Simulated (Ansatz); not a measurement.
# SiH₂O (quintet): from Hartree-Fock to the top rungs, def2-TZVPP

An exercise on one series of results from a longer session: the logs are not shown, and one member is left open.

The runs use Ansatz 0.2.0, Gaussian basis; def2-TZVPP, core rule «outside noble gas», up to 6 orbitals frozen.

Plan: UHF; ROHF; CCSD(T) on UHF.

2 further runs of the same task are left out: 2 set aside as unsound or not needed.

**What is computed**

The geometry is a PBE0/def2-TZVP stationary point (not a proven minimum) of the parent state, kept for this charge and spin.

4 atoms, charge 0, spin multiplicity 5.

Atoms are counted from 1 here; the program's logs count them from 0.

Bond lengths: Si1–O2 1.654 Å, Si1–H3 1.497 Å, O2–H4 0.960 Å. Angles: O2–Si1–H3 116.3°, Si1–O2–H4 116.5°.

The first run:

Contents of in.yaml:

```yaml
crystal:
  periodic: [false, false, false]
  atoms:
    - {symbol: Si, position_ang: [0.025157, -0.096377, 0.597723]}
    - {symbol: O, position_ang: [-0.094714, 0.094069, -1.040960]}
    - {symbol: H, position_ang: [0.079727, 1.161161, 1.408550]}
    - {symbol: H, position_ang: [0.722716, 0.031127, -1.540129]}
basis:
  gaussian: {orbitals: def2-TZVPP}
magnetization: {spin_polarized: true, initial_magnetization: 4}
hamiltonian: {xc: hf}
output: {orbitals: {seedname: orbitals}}
```

On the command line:

```console
ansatz run in.yaml --threads 1 --pin off --events-out ev --progress --plain --max-ram 4096MiB --backend cpu
```

Steps of the session up to this table: UHF; ROHF; CCSD(T) on UHF.

One table of the session follows, with a row left open; its other results are not shown here.

It belongs to the step «Misses and costs». 

```
  method  from UCCSD(T) (kcal/mol)
    ROHF                   +202.49
     UHF                   +198.42
    UMP2                         ?
   UCCSD                     +6.66
UCCSD(T)                         0
```

Estimate the missing values for UMP2.

As computed: from UCCSD(T) (kcal/mol): +25.45. In the column «from UCCSD(T) (kcal/mol)» it lies between UCCSD (+6.66) and UHF (+198.42).
